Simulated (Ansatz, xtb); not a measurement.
# CH6NSi: where a starting geometry ends

The starting geometry of this gas-phase doublet was built from a drawn formula by distance geometry and a force field; its bonds are those of `[NH]C[SiH3]`.

```json
{"atom": "C", "x (Å)": "-2.6163", "y (Å)": "0.0914", "z (Å)": "-1.4126"}
{"atom": "N", "x (Å)": "-2.4881", "y (Å)": "-0.9664", "z (Å)": "-0.4637"}
{"atom": "Si", "x (Å)": "-0.9768", "y (Å)": "0.9392", "z (Å)": "-1.7987"}
{"atom": "H", "x (Å)": "-3.3766", "y (Å)": "-1.4090", "z (Å)": "-0.3221"}
{"atom": "H", "x (Å)": "-3.2976", "y (Å)": "0.8721", "z (Å)": "-1.0161"}
{"atom": "H", "x (Å)": "-3.0825", "y (Å)": "-0.2774", "z (Å)": "-2.3613"}
{"atom": "H", "x (Å)": "-1.1827", "y (Å)": "2.0613", "z (Å)": "-2.7735"}
{"atom": "H", "x (Å)": "0.0514", "y (Å)": "-0.0074", "z (Å)": "-2.4511"}
{"atom": "H", "x (Å)": "-0.3773", "y (Å)": "1.5629", "z (Å)": "-0.5934"}
```

Q: Where would you expect an optimisation with r2SCAN-D4/def2-SVP to take it?

A: It keeps its bonds, and is `[NH]C[SiH3]`.

The energy falls by 0.27 eV over 15 steps:

```tsv
step	E − E(last) (eV)
1	0.274
3	0.192
4	0.188
6	0.158
7	0.125
9	0.054
10	0.039
12	0.004
13	0.000
15	0.000
```

Final geometry (Å):

```xyz
9

C    -2.7940    0.2337   -1.3521
N    -2.6757   -0.7266   -0.3159
Si   -1.0311    0.8730   -1.7722
H    -2.5227   -1.6403   -0.7686
H    -3.3450    1.1306   -1.0081
H    -3.2425   -0.1087   -2.3097
H    -1.1290    1.8865   -2.8672
H    -0.1923   -0.2731   -2.2325
H    -0.4142    1.4915   -0.5663
```

From the same start GFN2-xTB ends elsewhere, at `[CH2]N[SiH3]`.

No frequencies were run, so the end isn't proven a minimum. Open shells are spin-unrestricted. Run with Ansatz 0.2.0, 50 s on 1 thread of Intel(R) Xeon(R) 6975P-C (Granite Rapids), with other jobs on the host.
